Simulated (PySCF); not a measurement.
# BN (triplet): changing the method

Aim: see what other levels and later steps give for BN (triplet).

Computed with PySCF 2.14.0. Level: each script names its method and basis.

2 further runs of the same task are left out: 2 that didn't finish.

## Step 1: The system as given

BN (triplet): 2 atoms, charge 0, spin multiplicity 3.

Bond lengths: B1–N2 1.323 Å.

## Step 2: The run that the others are compared with

The input, input.py:

```python
from pyscf import gto, dft

mol = gto.M(
    atom='B 0 0 0; N 0 0 1.323',
    basis='sto-3g',
    charge=0,
    spin=2,
    verbose=4,
)
mf = dft.UKS(mol, xc='m06')
mf.kernel()
mf.analyze()
print('orbital energies (hartree):', [e[max(0, n-3):n+3].round(4) for e, n in zip(mf.mo_energy, mol.nelec)])
```

Run with:

```bash
$ OMP_NUM_THREADS=1 python input.py
```

## Step 3: CASCI (ROHF)

Run 1 changes step after the SCF: analyze → casci; SCF type: UKS → ROHF; functional: m06 → none (Hartree–Fock); active space: none → 4 electrons in 6 orbitals.

The input, input.py:

```python
from pyscf import gto, scf, mcscf

mol = gto.M(
    atom='B 0 0 0; N 0 0 1.323',
    basis='sto-3g',
    charge=0,
    spin=2,
    verbose=4,
)
mf = scf.ROHF(mol)
mf.kernel()
mc = mcscf.CASCI(mf, 6, 4)
mc.kernel()
mc.analyze()
mf.dip_moment()
print('orbital energies (hartree):', mf.mo_energy[..., max(0, mol.nelec[1]-3):mol.nelec[0]+3].round(4))
```

## Step 4: ROKS

Run 2 changes SCF type: UKS → ROKS.

The input, input.py:

```python
from pyscf import gto, dft

mol = gto.M(
    atom='B 0 0 0; N 0 0 1.323',
    basis='sto-3g',
    charge=0,
    spin=2,
    verbose=4,
)
mf = dft.ROKS(mol, xc='m06')
mf.kernel()
mf.analyze()
print('orbital energies (hartree):', mf.mo_energy[..., max(0, mol.nelec[1]-3):mol.nelec[0]+3].round(4))
```

## Step 5: EOM-EE (UHF)

Run 3 changes step after the SCF: analyze → eomee; SCF type: UKS → UHF; functional: m06 → none (Hartree–Fock); frozen orbitals: none → 2; number of roots: none → 6.

The input, input.py:

```python
from pyscf import gto, scf, cc

mol = gto.M(
    atom='B 0 0 0; N 0 0 1.323',
    basis='sto-3g',
    charge=0,
    spin=2,
    verbose=4,
)
mf = scf.UHF(mol)
mf.kernel()
mycc = cc.CCSD(mf, frozen=2)
mycc.kernel()
e = mycc.eeccsd(nroots=6)[0]
print('roots (eV) =', (e*27.211386).round(3))
mf.dip_moment()
print('orbital energies (hartree):', [e[max(0, n-3):n+3].round(4) for e, n in zip(mf.mo_energy, mol.nelec)])
```

What does the calculation give? Wanted: for each run, E(SCF); from base; gap, α spin; SCF dipole; after the SCF.

The runs gave:

```csv
run,E(SCF) (hartree),from base (eV),cycles,"gap, α spin (eV)",SCF dipole (D),after the SCF
base,-78.285908,0,11,8.72,1.61,n/a
CASCI (ROHF),-77.938315,not comparable,12,n/a,2.27,CASCI correlation -1.723 eV
ROKS,-78.285732,+0.0048,19,n/a,1.61,n/a
EOM-EE (UHF),-77.943341,not comparable,18,16.53,2.06,"CCSD correlation -2.825 eV, core frozen, first root -0.39 eV"
```

Total energies from different bases, Hamiltonians or methods carry different errors, so properties are taken as differences within one set-up.
